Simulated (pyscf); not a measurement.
•HC=CH–NH₂ (SMILES [CH]=CN) → •H₂C–CH=NH (SMILES [CH2]C=N), a hydrogen shift (doublet surface; H–N broken, C–H formed). PySCF, gas phase, ωB97X-D3(BJ)/def2-SVP geometries. Correlated levels are frozen-core, on RHF or UHF. ΔMP2 is the change of the MP2 total energy from the triple- to the quadruple-zeta basis. Energies in kcal/mol from the reactant's lowest minimum found.

AM1 to PM7: differences of heats of formation from MOPAC. Open shells are spin-unrestricted. 

Q: Quick PM6 single points give ΔE‡ = 55.5 kcal/mol and ΔE = -16.5 kcal/mol. What does CCSD(T)/def2-TZVPP + ΔMP2(QZVPP) give, and how far is the quick result from it?

A: CCSD(T)/def2-TZVPP + ΔMP2(QZVPP) gives ΔE‡ = 41.3 kcal/mol and ΔE = -23.6 kcal/mol. PM6 lies 14.2 kcal/mol over it in the barrier and 7.1 kcal/mol over it in the reaction energy, so on this step it does not hold to within 3.0 kcal/mol. CCSD(T)/def2-TZVPP + ΔMP2(QZVPP) has limits of its own. From the product side, H₂C=C=NH + H• lies, by one bond made or cut, 13.2 kcal/mol under this saddle at ωB97M-D3(BJ). This is the saddle that the search found; another between the same sides may lie lower. The CCSD(T) − MP2 part came from Ansatz, without density fitting, on the same reference. A UHF reference is spin-contaminated (<S²> up to 0.97), which harms MP2 most.
